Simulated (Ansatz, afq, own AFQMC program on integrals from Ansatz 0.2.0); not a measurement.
**Atomization energy of SiGe3H10, singlet**

```xyz
14

Si    1.1093    1.9774   -1.0753
Ge    0.0579   -0.0856   -1.6481
Ge   -1.3759   -0.8600    0.1569
Ge   -0.1100   -1.2564    2.1894
H     1.9892    2.4560   -2.1852
H     0.0686    3.0152   -0.8008
H     1.9400    1.7950    0.1547
H     1.1329   -1.1558   -1.9305
H    -0.7782    0.0910   -2.9331
H    -2.0945   -2.1589   -0.2647
H    -2.4565    0.2073    0.4326
H     0.9687   -2.3270    1.9421
H     0.5842    0.0418    2.6410
H    -1.0357   -1.7400    3.3211
```

Atoms in their ground-state spins without spin–orbit coupling (mostly on UHF) minus the molecule (RHF), without zero-point energy. The geometry is a stationary point, not shown to be a minimum.

Basis def2-TZVP. Noble-gas cores (and the filled d shells of Ga–Kr and In–Xe) are frozen. Integrals, coupled cluster, full CI and functionals: Ansatz 0.2.0; the random walks run on the same integrals in our own AFQMC program. The CISD trial takes its coefficients from CCSD amplitudes. Released means that phaseless walkers are propagated on without the constraint, phases kept. Uncertainties: one standard error, sampling alone. No spin–orbit coupling. The errors of all members are added in quadrature.

No full CI on the walks' own integrals is used here. The released AFQMC energy serves as the reference, which it does only where one determinant dominates, the energy is flat over the last release times and near the phaseless one (40 meV or 2 meV an electron, half that with transition metals). On small molecules, where full CI could be run and the noise was under 10 meV, such values lay within 10 meV of it in 19 cases of 20, a flattering rate, since the rule was set on those same cases; what remains of the bias isn't in the error bar. Each member takes its own surest rung, up to full CI.

Errors are counted within def2-TZVP, not against nature.

Cautions: inner d shell frozen; no relativity below Rb; no spin-orbit coupling; SiGe₃H₁₀ (singlet): the released value is read at 0.90 1/Eh (meV from the phaseless value at times in 1/Eh: -11 ± 12 at 0.21, -25 ± 11 at 0.42, -8 ± 8 at 0.63, -11 ± 10 at 0.90).

Reference (AFQMC with the constraint released): 3572.8 ± 0.9 kJ/mol.

```json
{"level": "HF", "atomization energy (kJ/mol)": "2786.8", "error against released AFQMC (kJ/mol)": "-786.0 ± 0.9"}
{"level": "MP2", "atomization energy (kJ/mol)": "3477.6", "error against released AFQMC (kJ/mol)": "-95.1 ± 0.9"}
{"level": "CCSD", "atomization energy (kJ/mol)": "3544.0", "error against released AFQMC (kJ/mol)": "-28.8 ± 0.9"}
{"level": "CCSD(T)", "atomization energy (kJ/mol)": "3572.4", "error against released AFQMC (kJ/mol)": "-0.4 ± 0.9"}
{"level": "ph-AFQMC/HF", "atomization energy (kJ/mol)": "3605.1 ± 4.3", "error against released AFQMC (kJ/mol)": "32.4 ± 4.4"}
{"level": "ph-AFQMC/CISD", "atomization energy (kJ/mol)": "3573.8 ± 1.2", "error against released AFQMC (kJ/mol)": "1.0 ± 1.5"}
```

Correlation beyond CCSD(T) changes it by less than twice the noise. The perturbative (T) step is worth +28.4 kJ/mol.

Released energies are given only where the last usable release times agree within the noise; a slower fall can still hide under it.
